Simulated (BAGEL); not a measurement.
**C3H4F2 (SMILES F/C=C/CF) at B3LYP/def2-SVP (density fitting with qzvpp-jkfit)**

Aim: the energy change on altering one bond length of C3H4F2 at B3LYP/def2-SVP (density fitting with qzvpp-jkfit), from 2 runs. 

Program for the calculation: BAGEL 1.2.2.

17 further runs of the same task are left out: 17 set aside as unsound or not needed.

### Step 1. Starting point

C3H4F2 has 9 atoms, charge 0, and is taken as a singlet. SMILES: `F/C=C/CF`. Geometry: relaxed at GFN2-xTB. This is one conformer, not always the lowest.

Bond lengths: F1–C2 1.340 Å, C2–C3 1.319 Å, C3–C4 1.492 Å, C4–F5 1.370 Å, C2–H6 1.080 Å, C3–H7 1.079 Å, C4–H8 1.098 Å, C4–H9 1.097 Å. Some angles: F1–C2–C3 121.5°, C2–C3–C4 123.5°, C3–C4–F5 111.9°, F1–C2–H6 112.6°, C3–C2–H6 126.0°, C2–C3–H7 120.9°, C4–C3–H7 115.6°, C3–C4–H8 110.9°, C3–C4–H9 110.8°, F5–C4–H8 106.9°.

### Step 2. The energy at B3LYP/def2-SVP (density fitting with qzvpp-jkfit)

Contents of calc.json:

```json
{ "bagel" : [

{
  "title" : "molecule",
  "basis" : "svp",
  "df_basis" : "qzvpp-jkfit",
  "angstrom" : "true",
  "geometry" : [
    { "atom" : "F", "xyz" : [    0.106490,    1.712920,    1.897720 ] },
    { "atom" : "C", "xyz" : [    0.084330,    1.141770,    0.685890 ] },
    { "atom" : "C", "xyz" : [   -0.028420,   -0.164490,    0.541730 ] },
    { "atom" : "C", "xyz" : [   -0.056610,   -0.846930,   -0.785020 ] },
    { "atom" : "F", "xyz" : [    0.055160,    0.043280,   -1.820550 ] },
    { "atom" : "H", "xyz" : [    0.169070,    1.862730,   -0.113280 ] },
    { "atom" : "H", "xyz" : [   -0.107530,   -0.812160,    1.401370 ] },
    { "atom" : "H", "xyz" : [   -1.001940,   -1.385880,   -0.928350 ] },
    { "atom" : "H", "xyz" : [    0.779440,   -1.551250,   -0.879520 ] }
  ]
},
{ "title" : "ks", "xc_func" : "b3lyp" },
{ "title" : "print", "file" : "orbitals.molden", "orbitals" : "true" }

]}
```

Command:

```
$ BAGEL_NUM_THREADS=1 BAGEL calc.json > calc.out
```

Standard output:

```text
* using 1 threads per process

  ===============================================================
  ===============================================================

  *** Geometry ***

  { "atom" : "F", "xyz" : [      0.201237,      3.236950,      3.586171 ] },
  { "atom" : "C", "xyz" : [      0.159361,      2.157633,      1.296144 ] },
  { "atom" : "C", "xyz" : [     -0.053706,     -0.310841,      1.023721 ] },
  { "atom" : "C", "xyz" : [     -0.106977,     -1.600466,     -1.483473 ] },
  { "atom" : "F", "xyz" : [      0.104237,      0.081787,     -3.440341 ] },
  { "atom" : "H", "xyz" : [      0.319496,      3.520050,     -0.214068 ] },
  { "atom" : "H", "xyz" : [     -0.203202,     -1.534760,      2.648206 ] },
  { "atom" : "H", "xyz" : [     -1.893392,     -2.618934,     -1.754327 ] },
  { "atom" : "H", "xyz" : [      1.472928,     -2.931438,     -1.662052 ] },

  Number of auxiliary basis functions:      451

  Since a DF basis is specified, we compute 2- and 3-index integrals:
    o Being stored without compression. Storage requirement is 0.029 GB

  Number of basis functions:       90
  Number of electrons      :       40

    * METHOD: MOLECULE                             0.19

  *** Kohn-Sham DFT ***

    * Removing 16882 points whose weight is below 1.00e-10
    * Grid points: 117272

  === Nuclear Repulsion ===
   168.0105793981

       - DIIS with orbital gradients will be used.

  === KS iteration (b3lyp / svp) ===
      0       -287.25172952          0.12360061           0.45
      1       -252.55159470          0.17781335           0.49
      2       -263.05952902          0.17462013           0.36
      3       -294.39184071          0.14854202           0.39
      4       -303.05607119          0.11274456           0.36
      5       -314.87773469          0.04289888           0.39
      6       -315.40422297          0.03427295           0.36
      7       -316.04188436          0.01299287           0.34
      8       -316.10238937          0.00686945           0.36
      9       -316.12444244          0.00331550           0.34
     10       -316.12932838          0.00092985           0.33
     11       -316.12977247          0.00022780           0.34
     12       -316.12979954          0.00006214           0.35
     13       -316.12980115          0.00001963           0.38
     14       -316.12980129          0.00001063           0.37
     15       -316.12980135          0.00000160           0.32
     16       -316.12980135          0.00000133           0.34
     17       -316.12980135          0.00000020           0.40
     18       -316.12980135          0.00000017           0.36
     19       -316.12980135          0.00000005           0.34
     20       -316.12980135          0.00000002           0.36
     21       -316.12980135          0.00000000           0.38
    * SCF iteration converged.

    * Permanent dipole moment:
           (    0.057381,     0.612213,     0.019729) a.u.

    * METHOD: KS                                   8.75

    * METHOD: PRINT                                0.01

  ===============================================================
```

Wall time 9.3 s (1 thread of Intel Xeon 6975P-C (Granite Rapids), shared host); peak memory 0.47 GiB.

### Step 3. The distorted shape, same level

Contents of input.json:

```json
{ "bagel" : [

{
  "title" : "molecule",
  "basis" : "svp",
  "df_basis" : "qzvpp-jkfit",
  "angstrom" : true,
  "geometry" : [
    { "atom" : "F", "xyz" : [       0.123405,       1.908887,       1.919347 ] },
    { "atom" : "C", "xyz" : [       0.101245,       1.337737,       0.707517 ] },
    { "atom" : "C", "xyz" : [      -0.028420,      -0.164490,       0.541730 ] },
    { "atom" : "C", "xyz" : [      -0.056610,      -0.846930,      -0.785020 ] },
    { "atom" : "F", "xyz" : [       0.055160,       0.043280,      -1.820550 ] },
    { "atom" : "H", "xyz" : [       0.185985,       2.058697,      -0.091653 ] },
    { "atom" : "H", "xyz" : [      -0.107530,      -0.812160,       1.401370 ] },
    { "atom" : "H", "xyz" : [      -1.001940,      -1.385880,      -0.928350 ] },
    { "atom" : "H", "xyz" : [       0.779440,      -1.551250,      -0.879520 ] }
  ]
},

{ "title" : "ks", "xc_func" : "b3lyp" },

{ "title" : "print", "file" : "orbitals.molden", "orbitals" : true }

]}
```

Command:

```
$ BAGEL_NUM_THREADS=1 BAGEL input.json > input.out
```

Standard output:

```text
* using 1 threads per process

  ===============================================================
  ===============================================================

  *** Geometry ***

  { "atom" : "F", "xyz" : [      0.233202,      3.607274,      3.627040 ] },
  { "atom" : "C", "xyz" : [      0.191325,      2.527957,      1.337013 ] },
  { "atom" : "C", "xyz" : [     -0.053706,     -0.310841,      1.023721 ] },
  { "atom" : "C", "xyz" : [     -0.106977,     -1.600466,     -1.483473 ] },
  { "atom" : "F", "xyz" : [      0.104237,      0.081787,     -3.440341 ] },
  { "atom" : "H", "xyz" : [      0.351461,      3.890374,     -0.173199 ] },
  { "atom" : "H", "xyz" : [     -0.203202,     -1.534760,      2.648206 ] },
  { "atom" : "H", "xyz" : [     -1.893392,     -2.618934,     -1.754327 ] },
  { "atom" : "H", "xyz" : [      1.472928,     -2.931438,     -1.662052 ] },

  Number of auxiliary basis functions:      451

  Since a DF basis is specified, we compute 2- and 3-index integrals:
    o Being stored without compression. Storage requirement is 0.029 GB

  Number of basis functions:       90
  Number of electrons      :       40

    * METHOD: MOLECULE                             0.16

  *** Kohn-Sham DFT ***

    * Removing 16480 points whose weight is below 1.00e-10
    * Grid points: 117674

  === Nuclear Repulsion ===
   163.0547610564

       - DIIS with orbital gradients will be used.

  === KS iteration (b3lyp / svp) ===
      0       -288.31443280          0.12211816           0.37
      1       -266.88293790          0.16973120           0.41
      2       -282.30421505          0.19826210           0.35
      3       -310.73473622          0.08648440           0.35
      4       -313.92269717          0.06244673           0.33
      5       -315.76321338          0.02388954           0.36
      6       -316.02308870          0.01148747           0.38
      7       -316.09610789          0.00298760           0.37
      8       -316.10072215          0.00066183           0.38
      9       -316.10092199          0.00020495           0.38
     10       -316.10094019          0.00004844           0.38
     11       -316.10094145          0.00001891           0.41
     12       -316.10094163          0.00000715           0.38
     13       -316.10094165          0.00000213           0.36
     14       -316.10094166          0.00000079           0.34
     15       -316.10094166          0.00000039           0.45
     16       -316.10094166          0.00000018           0.35
     17       -316.10094166          0.00000005           0.33
     18       -316.10094166          0.00000002           0.35
     19       -316.10094166          0.00000002           0.35
     20       -316.10094166          0.00000001           0.34
    * SCF iteration converged.

    * Permanent dipole moment:
           (    0.052601,     0.553717,    -0.001653) a.u.

    * METHOD: KS                                   8.32

    * METHOD: PRINT                                0.01

  ===============================================================
```

Wall time 9 s (1 thread of Intel Xeon 6975P-C (Granite Rapids), shared host); peak memory 0.48 GiB.

### Step 4. Outcome

Level: B3LYP/def2-SVP (density fitting with qzvpp-jkfit).

| quantity | value |
| --- | --- |
| first shape: total energy | -316.12980 Eh |
| first shape: dipole moment | 1.56 D |
| first shape: HOMO energy | -7.17 eV |
| first shape: LUMO energy | 0.28 eV |
| first shape: HOMO–LUMO gap | 7.45 eV |
| distorted shape: total energy | -316.10094 Eh |
| distorted shape: dipole moment | 1.41 D |
| distorted shape: HOMO energy | -6.52 eV |
| distorted shape: LUMO energy | -0.77 eV |
| distorted shape: HOMO–LUMO gap | 5.75 eV |
| energy change with the C2–C3 bond stretched from 1.319 to 1.517 Å | 0.785 eV |

**Reading.** With the C2–C3 bond stretched from 1.319 to 1.517 Å the energy rises by 0.79 eV (75.8 kJ/mol). The first shape isn't relaxed at this level, so the change isn't measured from a minimum.
